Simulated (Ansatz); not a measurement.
# C₃H₄F₂: up Jacob's ladder to CCSD(T)

The task here is to estimate one member of a computed series from the others.

Program: Ansatz 0.2.0, Gaussian basis. Level of theory: functionals in def2-TZVPP, the program's frozen cores in correlated methods. These are calculated values, not measurements.

Plan: LDA (SPW92), PBE-D4, revPBE-D4, BLYP-D4, r2SCAN-D4, B97M-V, PBE0-D4, B3LYP-D4, r2SCANh-D4, r2SCAN0-D4, HSE06-D4, BHLYP-D4, CAM-B3LYP-D4, LC-ωPBE, ωB97X-V, ωB97M-V, B2PLYP, PBE-QIDH; CCSD(T)/def2-SVP; CCSD(T)/def2-TZVPP; MP2/def2-QZVPP; extrapolation to the limit; RPA on PBE.

### The geometry

All runs share one geometry, relaxed beforehand with PBE0-D4 in a triple-zeta def2 set.

SMILES `C=C(F)CF`, 9 atoms, charge 0, spin multiplicity 1.

Atoms are counted from 1 here; the program's logs count them from 0.

Bond lengths: C1–C2 1.316 Å, C1–H6 1.080 Å, C1–H7 1.081 Å, C2–F3 1.343 Å, C2–C4 1.490 Å, C4–F5 1.370 Å, C4–H8 1.096 Å, C4–H9 1.096 Å. Angles: C2–C1–H6 119.3°, C2–C1–H7 120.9°, H6–C1–H7 119.8°, C1–C2–F3 121.8°, C1–C2–C4 128.2°, F3–C2–C4 109.9°, C2–C4–F5 110.9°, C2–C4–H8 109.8°, C2–C4–H9 109.8°, F5–C4–H8 108.9°, F5–C4–H9 108.9°, H8–C4–H9 108.4°.

The first run:

in.yaml

```yaml
crystal:
  periodic: [false, false, false]
  atoms:
    - {symbol: C, position_ang: [0.813565, -0.432885, -1.077023]}
    - {symbol: C, position_ang: [0.485508, -0.132129, 0.161590]}
    - {symbol: F, position_ang: [1.358860, -0.252815, 1.174739]}
    - {symbol: C, position_ang: [-0.821197, 0.368426, 0.674052]}
    - {symbol: F, position_ang: [-1.728272, 0.498341, -0.344615]}
    - {symbol: H, position_ang: [0.078346, -0.320205, -1.860129]}
    - {symbol: H, position_ang: [1.805521, -0.789477, -1.318173]}
    - {symbol: H, position_ang: [-1.220392, -0.329368, 1.418669]}
    - {symbol: H, position_ang: [-0.683339, 1.343914, 1.153789]}
basis:
  gaussian: {orbitals: def2-TZVPP}
hamiltonian: {xc: lda}
output: {orbitals: {seedname: orbitals}}
```

Among the steps run: LDA; PBE-D4 (GGA); revPBE-D4 (GGA); BLYP-D4 (GGA); r2SCAN-D4 (meta-GGA); B97M-V (meta-GGA); PBE0-D4 (hybrid); B3LYP-D4 (hybrid); r2SCANh-D4 (hybrid); r2SCAN0-D4 (hybrid); HSE06-D4 (hybrid); BHLYP-D4 (hybrid); CAM-B3LYP-D4 (range-separated); LC-ωPBE-D4 (range-separated; the results give it without D4); ωB97X-V (range-separated); ωB97M-V (range-separated); B2PLYP (double hybrid); PBE-QIDH (double hybrid).

One of the session's tables, all rows but one given; the rest of the session is left out.

It belongs to the step «Frontier levels by functional». 

| functional | HOMO (eV) | gap (eV) |
| --- | --- | --- |
| LDA (SPW92) | -6.62 | 5.61 |
| PBE-D4 | -6.43 | 5.65 |
| revPBE-D4 | -6.36 | 5.67 |
| BLYP-D4 | -6.31 | 5.62 |
| r2SCAN-D4 | -6.67 | 6.13 |
| B97M-V | -6.70 | 6.21 |
| PBE0-D4 | -7.68 | 7.92 |
| B3LYP-D4 | ? | ? |
| r2SCANh-D4 | -7.14 | 6.98 |
| r2SCAN0-D4 | -7.84 | 8.23 |
| HSE06-D4 | -7.28 | 7.13 |
| BHLYP-D4 | -8.80 | 10.12 |
| CAM-B3LYP-D4 | -9.08 | 10.43 |
| LC-ωPBE | -10.46 | 13.03 |
| ωB97X-V | -10.06 | 12.57 |
| ωB97M-V | -9.96 | 12.33 |

**Question.** Estimate the row for B3LYP-D4.

Worked estimate for «HOMO (eV)». Against the share of exact exchange, BLYP-D4 (0, -6.31), BHLYP-D4 (0.5, -8.80) give a slope of -4.98 per unit share; at 0.2 the line stands at -7.31.

**Answer.** HOMO (eV): -7.47; gap (eV): 7.43. In «HOMO (eV)» the line misses by +0.16.
